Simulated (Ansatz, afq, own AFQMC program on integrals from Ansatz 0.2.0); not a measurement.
B₂H, quartet in 6-31G along one coordinate

```xyz
3

B     0.0000    0.0000    0.1141
B     0.0000    0.0000   -1.4064
H     0.0000    0.0000    1.2923
```

The B1–B2 distance is changed with both sides rigid. Energies in eV count from this geometry (1.520 Å) at the same level; the start stands on UHF, each point on the determinant named.

Basis 6-31G. Noble-gas cores (and the filled d shells of Ga–Kr and In–Xe) are frozen. AFQMC by an in-house program on the Cholesky factors that Ansatz 0.2.0 writes for its CCSD(T) run. ph-AFQMC/CISD is guided by a CISD state made of CCSD amplitudes; releasing the constraint for a short imaginary time cuts its bias at the price of noise, slowly where states lie close. ± is one standard error of the sampling.

Cautions, each for one point or more: cluster runs in doubt by the program's own checks; lower spins were not checked; strong correlation; the search met a lower determinant of the same kind, perhaps of another symmetry, and this one is a saddle point; unrestricted determinant slightly spin contaminated.

```tsv
r(B1–B2) / Å	det.	T1	weight	⟨S²⟩	CCSD(T)	ph-AFQMC/CISD	FCI	CCSDT(Q)	HF	MP2
1.234	UHF	0.013	0.95	3.76	2.664	2.668 ± 0.002	2.673	2.672	2.381	2.591
1.862	UHF	0.027	0.90	3.76	0.933	0.938 ± 0.004	0.909	0.914	1.440	1.062
2.436	UHF	0.118	0.65	3.85	3.483	3.511 ± 0.005	3.393	3.398	3.796	4.171
3.302	UHF	0.016	0.91	3.76	4.537	4.547 ± 0.004	4.504	4.508	4.275	4.764
5.132	UHF	0.009	0.92	3.75	4.602	4.611 ± 0.002	4.614	4.614	4.305	4.813
```

Weight is that of the determinant in the CISD state; at the start T1 is 0.017 and the weight 0.93, and ⟨S²⟩ is 3.76. Largest departures from full CI: CCSD(T) 0.090 eV at 2.436 (on UHF), ph-AFQMC/CISD 0.119 eV at 2.436 (on UHF), CCSDT(Q) 0.005 eV at 2.436 (on UHF), HF 0.530 eV at 1.862 (on UHF), MP2 0.778 eV at 2.436 (on UHF).

Some points may be missing: those where a free walk finds a much lower state, and past Zn most of those on another determinant than at the start.

CCSDT and higher add their correlation energy to the determinant of the CCSD(T) run, since their own runs factorise the integrals more tightly (a shift of under 2 meV). A walk keeps the symmetry of its determinant, which the program's search chose and which needn't be the lowest solution, so a lower state of the same spin and another symmetry isn't excluded.
